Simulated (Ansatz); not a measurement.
**AlSi+ (triplet): wave-function methods side by side, def2-QZVPP**

The task here is to estimate one member of a computed series from the others.

Program: Ansatz 0.2.0, Gaussian basis. Level of theory: def2-QZVPP, core rule «outside noble gas», up to 10 orbitals frozen. These are calculated values, not measurements.

Plan: UHF; ROHF; CCSD(T) on UHF.

### What is computed

The geometry is a PBE0/def2-TZVP stationary point (not a proven minimum) of the parent state, kept for this charge and spin.

2 atoms, charge 1, spin multiplicity 3.

Atoms are counted from 1 here; the program's logs count them from 0.

Bond lengths: Si1–Al2 2.416 Å.

The first run:

in.yaml

```yaml
crystal:
  periodic: [false, false, false]
  atoms:
    - {symbol: Si, position_ang: [0.000000, 0.000000, 0.000000]}
    - {symbol: Al, position_ang: [0.000000, 0.000000, 2.416200]}
basis:
  gaussian: {orbitals: "def2-QZVPP.json"}
total_charge: 1
magnetization: {spin_polarized: true, initial_magnetization: 2}
hamiltonian: {xc: hf}
output: {orbitals: {seedname: orbitals}}
```

Started as:

```
ansatz run in.yaml --threads 1 --pin off --events-out ev --progress --plain --max-ram 2393MiB
```

Steps of the session up to this table: UHF; ROHF; CCSD(T) on UHF.

One of the session's tables, all rows but one given; the rest of the session is left out.

It belongs to the step «Misses and costs». 

| method | from UCCSD(T) (kJ/mol) |
| --- | --- |
| ROHF | +386.3 |
| UMP2 | ? |
| UCCSD | +24.1 |
| UCCSD(T) | 0 |

Q: Estimate the row for UMP2 from the others.

The run gave: from UCCSD(T) (kJ/mol): +99.5. In the column «from UCCSD(T) (kJ/mol)» it lies between UCCSD (+24.1) and ROHF (+386.3).

Left out of the table: UHF (another determinant or state than the rows shown).

Limits of these values: Warnings: spin contamination; coupled cluster took another determinant than the lowest.
